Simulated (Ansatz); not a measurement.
Input file:

```yaml
crystal:
  periodic: [false, false, false]
  atoms:
    - {symbol: Cl, position_ang: [0.000000, -2.595286, 4.982293]}
    - {symbol: Ga, position_ang: [0.000000, 1.232029, -1.063010]}
    - {symbol: Cl, position_ang: [0.000000, 0.093381, -2.861522]}
    - {symbol: H, position_ang: [0.000000, 2.777195, -1.063010]}
basis:
  gaussian: {orbitals: 6-31G}
magnetization: {spin_polarized: false}
correlation: {method: ccsd_t, electrons: all}
```

```sh
$ ansatz run in.yaml --threads 1 --pin off --events-out ev --progress --plain --max-ram 2393MiB
```

Task: Roughly how long does this take on 1 thread of Intel Xeon, shared host, and how much host memory?

Result: 64 s wall and 0.31 GiB.

```
566 factors; integrals over basis functions are off by at most 7.2e-4 eV
mean field evaluation 1: about -77340.1522 eV, gradient 2.4e1 eV
mean field evaluation 2: about -77340.1728 eV, gradient 2.4e1 eV
mean field evaluation 4: about -77341.4935 eV, gradient 1.7e1 eV
mean field evaluation 8: about -77342.6991 eV, gradient 8.1e0 eV
mean field evaluation 16: about -77342.9383 eV, gradient 6.0e-3 eV
mean field evaluation 32: about -77342.8923 eV, gradient 4.0e-1 eV
mean field evaluation 64: about -77342.9376 eV, gradient 5.8e-2 eV
mean field evaluation 96: about -77342.8750 eV, gradient 2.5e0 eV
mean field -77342.93829759 eV, -2842.3005575098 hartree, gradient 3.0e-6 eV, S^2 0.000000; 5 other end points of the search recorded, 0 dependent functions left out; unrestricted orbitals would lower it
mean field evaluation 128: about -77341.2756 eV, gradient 1.0e1 eV
mean field evaluation 160: about -77342.9223 eV, gradient 1.4e0 eV
...
cycle  36  -11.44619321 eV  change   -2.5e-5 eV  update   5.4e-4
cycle  37  -11.44625299 eV  change   -6.0e-5 eV  update   1.5e-4
cycle  38  -11.44624959 eV  change    3.4e-6 eV  update   2.4e-4
cycle  39  -11.44628033 eV  change   -3.1e-5 eV  update   6.4e-5
cycle  40  -11.44631798 eV  change   -3.8e-5 eV  update   6.0e-5
cycle  41  -11.44629154 eV  change    2.6e-5 eV  update   2.9e-5
cycle  42  -11.44630830 eV  change   -1.7e-5 eV  update   4.5e-5
cycle  43  -11.44631840 eV  change   -1.0e-5 eV  update   1.5e-5
cycle  44  -11.44632469 eV  change   -6.3e-6 eV  update   1.3e-5
cycle  45  -11.44633106 eV  change   -6.4e-6 eV  update   8.9e-6
perturbative correction -4.44271928 eV, -0.1632669221 hartree
WARN: the results are in doubt because among natural orbitals full CI differs from the method by +0.487 eV
Total energy: -77358.82734792 eV, -2842.8844693397 hartree
In doubt: among natural orbitals full CI differs from the method by +0.487 eV
```
